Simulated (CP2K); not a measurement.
# PM6 run of AlH (SMILES [AlH])

Aim: the energy change on altering one bond length of AlH at PM6, from 2 runs. 

Program for the calculation: CP2K 2026.2.

1 further run of the same task is left out (set aside as unsound or not needed).

### 1 The structure to begin with

AlH has 2 atoms, charge 0, and is taken as a singlet. SMILES: `[AlH]`. The coordinates come from a PBE0-D4/def2-TZVP relaxation.

Bond lengths: Al1–H2 1.665 Å.

### 2 A single-point energy at PM6

File job.inp:

```
&GLOBAL
   PROJECT_NAME job
   RUN_TYPE ENERGY
   PRINT_LEVEL MEDIUM
&END

&FORCE_EVAL
   METHOD Quickstep
   &DFT
      # Quickstep
      &QS
         METHOD PM6
         EPS_DEFAULT 1.0E-10
         &SE
            &COULOMB
               CUTOFF [angstrom] 50
               RC_RANGE [angstrom] 0
            &END
            &EXCHANGE
               CUTOFF [angstrom] 50
               RC_RANGE [angstrom] 0
            &END
         &END
      &END
      &POISSON
         PERIODIC NONE
         POISSON_SOLVER ANALYTIC
      &END
      # SCF settings
      &SCF
         SCF_GUESS ATOMIC
         EPS_SCF 1.0E-06
         MAX_SCF 50
         &OT
            MINIMIZER DIIS
            PRECONDITIONER FULL_ALL
         &END
         &OUTER_SCF
            EPS_SCF 1.0E-06
            MAX_SCF 5
         &END
      &END
      &PRINT
         &MOMENTS
            PERIODIC F
            REFERENCE COM
            MAX_MOMENT 1
         &END
         &MO_CUBES
            NLUMO 1
            NHOMO -1
            WRITE_CUBE F
         &END
         &HIRSHFELD OFF
         &END
      &END
   &END
   # atoms, cell and kinds
   &SUBSYS
      # vacuum box
      &CELL
         ABC 8 8 9.7
         PERIODIC NONE
      &END
      &COORD
         Al     4.000000     4.000000     4.017625
         H      4.000000     4.000000     5.682375
      &END
   &END
&END
```

On the command line:

```
$ OMP_NUM_THREADS=1 cp2k.psmp -i job.inp -o job.out
```

Output (excerpt; [...] marks lines left out):

```text
CP2K| version string:                                       CP2K version 2026.2
[...]
 GLOBAL| Method name                                                        CP2K
[...]
 GLOBAL| Run type                                                         ENERGY
[...]
                             - Atoms:                                          2
[...]
                             - Spherical basis functions:                     10
[...]
 Number of electrons:                                                          4
[...]
     1 OT DIIS     0.15E+00    0.0     0.29323309        -1.8449617212 -1.84E+00
[...]
    19 OT DIIS     0.15E+00    0.0     0.00000033        -2.2728942889 -7.72E-12
  *** SCF run converged in    19 steps ***
  Core-core repulsion energy [eV]:                             23.01844377258710
  Core Hamiltonian energy [eV]:                               -87.23841084324597
  Two-electron integral energy [eV]:                            4.74273621846849
  Electronic energy [eV]:                                     -84.86704273401172
  Total energy [eV]:                                          -61.84859896142462
  Atomic reference energy [eV]:                                65.01535175295577
  Heat of formation [kcal/mol]:                                73.02706000682404
[...]
 SE_DIPOLE| Moment [Debye]          0.00000416      -0.00000202       0.01239417
 SE_DIPOLE| Derivative [a.u.]       0.00000000       0.00000000       0.00000000
 *** WARNING in qs_scf_post_se.F:140 :: Printing of MO cube files not ***
 *** implemented for Semi-Empirical method.                           ***
 ENERGY| Total FORCE_EVAL ( QS ) energy [hartree]             -2.272894288929111
[...]
```

Run time: 0.3 s. Hardware: 1 thread of Arm Neoverse V2, shared host.

### 3 The distorted shape, same level

File gas.inp:

```
&FORCE_EVAL
    METHOD QS
    &DFT
        CHARGE 0
        MULTIPLICITY 1
        &QS
            METHOD PM6
            EPS_DEFAULT 1.0E-10
            &SE
                &COULOMB
                    CUTOFF [angstrom] 50
                    RC_RANGE [angstrom] 0
                &END COULOMB
                &EXCHANGE
                    CUTOFF [angstrom] 50
                    RC_RANGE [angstrom] 0
                &END EXCHANGE
            &END SE
        &END QS
        &POISSON
            PERIODIC NONE
            POISSON_SOLVER ANALYTIC
        &END POISSON
        &SCF
            SCF_GUESS ATOMIC
            EPS_SCF 1.0E-06
            MAX_SCF 50
            &OT ON
                MINIMIZER DIIS
                PRECONDITIONER FULL_ALL
            &END OT
            &OUTER_SCF
                EPS_SCF 1.0E-06
                MAX_SCF 5
            &END OUTER_SCF
        &END SCF
        &PRINT
            &MOMENTS
                PERIODIC F
                REFERENCE COM
                MAX_MOMENT 1
            &END MOMENTS
            &MO_CUBES
                NLUMO 1
                NHOMO -1
                WRITE_CUBE F
            &END MO_CUBES
            &HIRSHFELD OFF
            &END HIRSHFELD
        &END PRINT
    &END DFT
    &SUBSYS
        &CELL
            ABC [angstrom] 8 8 10.5
            PERIODIC NONE
        &END CELL
        &COORD
            Al     4.000000     4.000000     4.001450
            H      4.000000     4.000000     6.498550
        &END COORD
    &END SUBSYS
&END FORCE_EVAL

&GLOBAL
    PROJECT gas
    RUN_TYPE ENERGY
    PRINT_LEVEL MEDIUM
&END GLOBAL
```

On the command line:

```
$ OMP_NUM_THREADS=1 cp2k.psmp -i gas.inp > gas.out 2>&1
```

Output (excerpt; [...] marks lines left out):

```text
CP2K| version string:                                       CP2K version 2026.2
[...]
 GLOBAL| Method name                                                        CP2K
[...]
 GLOBAL| Run type                                                         ENERGY
[...]
                             - Atoms:                                          2
[...]
                             - Spherical basis functions:                     10
[...]
 Number of electrons:                                                          4
[...]
     1 OT DIIS     0.15E+00    0.0     0.17699589        -1.9452117461 -1.95E+00
[...]
    19 OT DIIS     0.15E+00    0.0     0.00000065        -2.1592200808 -5.95E-12
  *** SCF run converged in    19 steps ***
  Core-core repulsion energy [eV]:                             15.10473595296946
  Core Hamiltonian energy [eV]:                               -80.54501665570410
  Two-electron integral energy [eV]:                           13.36982850699589
  Electronic energy [eV]:                                     -73.86010240220615
  Total energy [eV]:                                          -58.75536644923669
  Atomic reference energy [eV]:                                65.01535175295577
  Heat of formation [kcal/mol]:                               144.35870196091165
[...]
 SE_DIPOLE| Moment [Debye]         -0.00000237       0.00000387       2.39293853
 SE_DIPOLE| Derivative [a.u.]       0.00000000       0.00000000       0.00000000
 *** WARNING in qs_scf_post_se.F:140 :: Printing of MO cube files not ***
 *** implemented for Semi-Empirical method.                           ***
 ENERGY| Total FORCE_EVAL ( QS ) energy [hartree]             -2.159220080792775
[...]
```

Wall time 0.3 s (1 thread of Arm Neoverse V2, shared host).

### 4 What came out

Level: PM6.

| quantity | value |
| --- | --- |
| first shape: total energy | -2.27289 Eh |
| first shape: dipole moment | 0.01 D |
| first shape: heat of formation | 73.0 kcal/mol |
| distorted shape: total energy | -2.15922 Eh |
| distorted shape: dipole moment | 2.39 D |
| distorted shape: heat of formation | 144.4 kcal/mol |
| energy change with the Al1–H2 bond stretched from 1.665 to 2.497 Å | 3.093 eV |

**Reading.** One bond (distorted shape) is far stretched, which a spin-restricted single reference describes badly. With the Al1–H2 bond stretched from 1.665 to 2.497 Å the energy rises by 3.09 eV (298 kJ/mol). The first shape isn't relaxed at this level, so the change isn't measured from a minimum. A restricted reference can't describe the breaking bond well at this length.
